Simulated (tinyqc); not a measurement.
Inside a calculation. Method: harmonic frequencies on the RHF/sto-3g surface (energies and gradients from PySCF), for H2F+, spin multiplicity 1. One step of it, computed by the program tinyqc.

Problem. One row of the Hessian: 3Hy. Displace 3Hy by +/-0.01 bohr; H(k, :) = (g(+) - g(-)) / (2 delta).

optimised positions (bohr):
```
            x          y         z
1F  -0.094621   0.071100  0.053472
2H  -0.034525   1.557025  1.136029
3H   0.017652  -1.490175  1.019589
```

gradient at +delta (hartree/bohr):
```
              x            y            z
1F   0.00028391  -0.00462370   0.00227200
2H   0.00002985  -0.00022952   0.00030153
3H  -0.00031376   0.00485322  -0.00257353
```

gradient at -delta (hartree/bohr):
```
              x            y            z
1F  -0.00027157   0.00452645  -0.00216054
2H  -0.00003033   0.00021558  -0.00031178
3H   0.00030190  -0.00474203   0.00247232
```

Give: row of the Hessian.

Solution.

row of the Hessian (hartree/bohr^2): 1Fx 0.02777, 1Fy -0.45751, 1Fz 0.22163, 2Hx 0.00301, 2Hy -0.02225, 2Hz 0.03067, 3Hx -0.03078, 3Hy 0.47976, 3Hz -0.25229
